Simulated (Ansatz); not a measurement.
# C₄H₈N₂: how energies converge with the basis set

One table from this session's results is given with a row withheld; the runs are named, their logs left out.

The runs use Ansatz 0.2.0, Gaussian basis; one geometry, several basis sets.

Plan: PBE0-D4/def2-SVP; ωB97M-V/def2-SVP; PBE0-D4/def2-QZVPP; ωB97M-V/def2-QZVPP; the functionals' def2-TZVPP values are taken from earlier runs.

## The geometry

An earlier PBE0-D4 in a triple-zeta def2 set relaxation fixed the geometry.

SMILES `C=C(N)C(=C)N`, 14 atoms, charge 0, spin multiplicity 1.

Atoms are counted from 1 here; the program's logs count them from 0.

Bond lengths: C1–C2 1.334 Å, C1–H7 1.084 Å, C1–H8 1.080 Å, C2–N3 1.399 Å, C2–C4 1.483 Å, N3–H9 1.009 Å, N3–H10 1.011 Å, C4–C5 1.339 Å, C4–N6 1.381 Å, C5–H11 1.079 Å, C5–H12 1.084 Å, N6–H13 1.006 Å, N6–H14 1.005 Å. Angles: C2–C1–H7 121.4°, C2–C1–H8 120.3°, H7–C1–H8 118.2°, C1–C2–N3 123.8°, C1–C2–C4 122.2°, N3–C2–C4 113.8°, C2–N3–H9 113.5°, C2–N3–H10 113.6°, H9–N3–H10 111.0°, C2–C4–C5 121.3°, C2–C4–N6 114.1°, C5–C4–N6 124.7°, C4–C5–H11 120.1°, C4–C5–H12 121.5°, H11–C5–H12 118.4°, C4–N6–H13 115.7°, C4–N6–H14 117.3°, H13–N6–H14 115.3°.

Set-up of the first run:

The input, in.yaml:

```yaml
crystal:
  periodic: [false, false, false]
  atoms:
    - {symbol: C, position_ang: [0.707089, 0.452482, 1.652063]}
    - {symbol: C, position_ang: [0.389594, -0.240061, 0.556665]}
    - {symbol: N, position_ang: [0.761170, -1.571309, 0.342134]}
    - {symbol: C, position_ang: [-0.491535, 0.312359, -0.500824]}
    - {symbol: C, position_ang: [-0.314975, 1.552090, -0.974565]}
    - {symbol: N, position_ang: [-1.489139, -0.550283, -0.910448]}
    - {symbol: H, position_ang: [1.382059, 0.049429, 2.398964]}
    - {symbol: H, position_ang: [0.266377, 1.421996, 1.831378]}
    - {symbol: H, position_ang: [1.399669, -1.927695, 1.037216]}
    - {symbol: H, position_ang: [1.104726, -1.750902, -0.591446]}
    - {symbol: H, position_ang: [0.497426, 2.160567, -0.607360]}
    - {symbol: H, position_ang: [-0.972949, 1.970200, -1.727426]}
    - {symbol: H, position_ang: [-1.360371, -1.515929, -0.660284]}
    - {symbol: H, position_ang: [-1.892041, -0.391943, -1.817266]}
basis:
  gaussian: {orbitals: def2-SVP}
hamiltonian: {xc: pbe0, dispersion: d4}
output: {orbitals: {seedname: orbitals}}
```

Launch:

```
$ ansatz run in.yaml --threads 4 --pin off --events-out ev --progress --plain --max-ram 10444MiB
```

Among the steps run: PBE0-D4 in def2-SVP; ωB97M-V in def2-SVP; PBE0-D4 in def2-QZVPP; ωB97M-V in def2-QZVPP.

One table of the session follows, with a row left open; its other results are not shown here.

It belongs to the step «Density functionals: the series». 

| functional | basis | HOMO (eV) | LUMO (eV) |
| --- | --- | --- | --- |
| PBE0-D4 | def2-SVP | -5.61 | 0.35 |
| PBE0-D4 | def2-TZVPP | -5.80 | 0.03 |
| PBE0-D4 | def2-QZVPP | -5.84 | -0.10 |
| ωB97M-V | def2-SVP | -7.81 | 2.48 |
| ωB97M-V | def2-TZVPP | ? | ? |
| ωB97M-V | def2-QZVPP | -8.04 | 1.52 |

Q: Estimate the row for ωB97M-V, def2-TZVPP from the others.

**Answer.** HOMO (eV): -8.00; LUMO (eV): 2.05. In the column «HOMO (eV)» it lies between ωB97M-V, def2-QZVPP (-8.04) and ωB97M-V, def2-SVP (-7.81).
